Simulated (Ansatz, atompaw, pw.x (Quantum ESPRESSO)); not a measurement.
# Equation-of-state test of one PAW (atompaw) potential (N (Z = 7))

* Element: nitrogen (N)
* Generator: atompaw 4.2.0.5
* Type: PAW
* Functional: PBEsol
* Relativity: scalar-relativistic
* Frozen core: [He]
* Valence charge: 5
* Reference configuration: 2s2 2p3
* Partial waves: 2s (bound); 2s channel at -0.05 Ry; 2p (bound); 2p channel at 1.35 Ry; 3d channel at 0.45 Ry; 3d channel at 2.9 Ry
* Local potential: bessel scheme, radius 2.44 bohr
* Core correction: smooth core density matched at 2.06 bohr
* Augmentation charge: sinc compensation charge, radius 2.06 bohr; PAW radius 2.52 bohr; waves and projectors: bloechl

Atomic tests: cutoffs needed: 18 Ry and 25 Ry (the cutoffs (Ry, on a coarse ladder) from which the occupation-weighted sum of valence levels, in a spherical-Bessel basis at the reference potential, stays within 10 and 1 mRy of its value at 400 Ry); ghost test: no extra level below or beside the all-electron valence levels (s, p, d, f tested) (spherical-Bessel basis up to 400 Ry, 20 bohr box); lowest eigenvalue of the overlap operator: 0.18 (d channel).

Crystal test: fcc N in pw.x 7.5, no spin, 18³ k-points, Fermi–Dirac smearing 0.01 Ry, cutoffs 40/400 Ry. The reference is all-electron LAPW (Ansatz 0.2.0) with the same functional, mesh and smearing; V0 and B0 come from Birch–Murnaghan fits to the pressures at five volumes. Errors are pseudo minus all-electron; Δ is the rms difference of the E(V) curves that follow from these fits, minima aligned, over ±6 % about the mean V0. Mesh and smearing are coarse, so the numbers serve the comparison and aren't converged zero-temperature values; the lattice is a test structure that the element need not adopt. Spin polarisation is left out.

```
V (Å³/atom)  P all-electron (GPa)  P pseudo (GPa)
      6.854                 12.37           25.15
      7.035                  6.08           17.24
      7.215                  0.53           10.34
      7.395                 -4.34            4.31
      7.576                 -8.63           -0.95
```

All-electron: a0 = 3.070 Å (V0 = 7.23 Å³/atom), B0 = 205.4 GPa.

Pseudopotential: mean pressure error (GPa): +10.01; a0 (Å): 3.113; a0 error (%): +1.40; B0 error (%): +2.8; Δ (meV/atom): 14.2. The largest radius (2.52 bohr) exceeds half the bond length (2.05 bohr), so the spheres overlap, which is one possible source of error among others. This is a poor potential for the solid.

Q: At the middle volume, how do free energy and pressure move when the wave cutoff is lowered (ecutrho held at 400 Ry)?

A:

```json
{"cutoff (Ry)": "18", "shift of F (meV/atom)": "+131.4", "shift of P (GPa)": "+1.88"}
{"cutoff (Ry)": "24", "shift of F (meV/atom)": "+60.9", "shift of P (GPa)": "+3.60"}
{"cutoff (Ry)": "32", "shift of F (meV/atom)": "+26.5", "shift of P (GPa)": "+0.89"}
```

Input at the middle volume:

```
&control
  calculation='scf', prefix='x', pseudo_dir='./', outdir='./tmp', tstress=.true., disk_io='none'
/
&system
  ibrav=0, nat=1, ntyp=1, ecutwfc=40, ecutrho=400, nbnd=9,
  occupations='smearing', smearing='fd', degauss=0.01
/
&electrons
  conv_thr=1e-09, mixing_beta=0.4, electron_maxstep=70
/
ATOMIC_SPECIES
N 1.0 N.UPF
CELL_PARAMETERS angstrom
  0.00000000 1.53368245 1.53368245
  1.53368245 0.00000000 1.53368245
  1.53368245 1.53368245 0.00000000
ATOMIC_POSITIONS crystal
N 0.0000 0.0000 0.0000
K_POINTS automatic
18 18 18 0 0 0
```

```bash
pw.x < N.scf.in > N.scf.out
```

Lines of the output:

```
Message from routine setup:
     using ibrav=0 with symmetry is DISCOURAGED, use correct ibrav instead
     lattice parameter (alat)  =       4.0987  a.u.
     unit-cell volume          =      48.6892 (a.u.)^3
     number of electrons       =         5.00
     number of Kohn-Sham states=            9
     kinetic-energy cutoff     =      40.0000  Ry
     charge density cutoff     =     400.0000  Ry
     scf convergence threshold =      1.0E-09
     Exchange-correlation= SLA PW PSX PSC
     number of k points=   195  Fermi-Dirac smearing, width (Ry)=  0.0100
     iteration #  1     ecut=    40.00 Ry     beta= 0.40
     c_bands:  1 eigenvalues not converged
     c_bands:  1 eigenvalues not converged
     c_bands:  1 eigenvalues not converged
     c_bands:  1 eigenvalues not converged
     c_bands:  1 eigenvalues not converged
     total energy              =     -27.47714795 Ry
     estimated scf accuracy    <       0.00022281 Ry
     iteration #  2     ecut=    40.00 Ry     beta= 0.40
     total energy              =     -27.47814710 Ry
     estimated scf accuracy    <       0.00012465 Ry
     iteration #  3     ecut=    40.00 Ry     beta= 0.40
     total energy              =     -27.47818310 Ry
     estimated scf accuracy    <       0.00002294 Ry
     iteration #  4     ecut=    40.00 Ry     beta= 0.40
     total energy              =     -27.47818810 Ry
     estimated scf accuracy    <       0.00000293 Ry
     iteration #  5     ecut=    40.00 Ry     beta= 0.40
     total energy              =     -27.47818892 Ry
     estimated scf accuracy    <       0.00000019 Ry
     iteration #  6     ecut=    40.00 Ry     beta= 0.40
     the Fermi energy is     9.2927 ev
!    total energy              =     -27.47818903 Ry
     estimated scf accuracy    <          1.3E-10 Ry
     smearing contrib. (-TS)   =      -0.00290556 Ry
     The total energy is F=E-TS. E is the sum of the following terms:
     one-electron contribution =       3.50476434 Ry
     hartree contribution      =       1.48043705 Ry
     xc contribution           =      -4.57517997 Ry
     ewald contribution        =     -19.77433892 Ry
     one-center paw contrib.   =      -8.11096598 Ry
     convergence has been achieved in   6 iterations
          total   stress  (Ry/bohr**3)                   (kbar)     P=      103.40
     Message from routine punch:
     Nothing written, as per user request (disk_io='none')
```

The run at the middle volume (195 k-points, 6 iterations) took about 5.7 s on one core of a shared host (Intel(R) Xeon(R) 6975P-C, 192 threads, 1512 GiB, load 55).
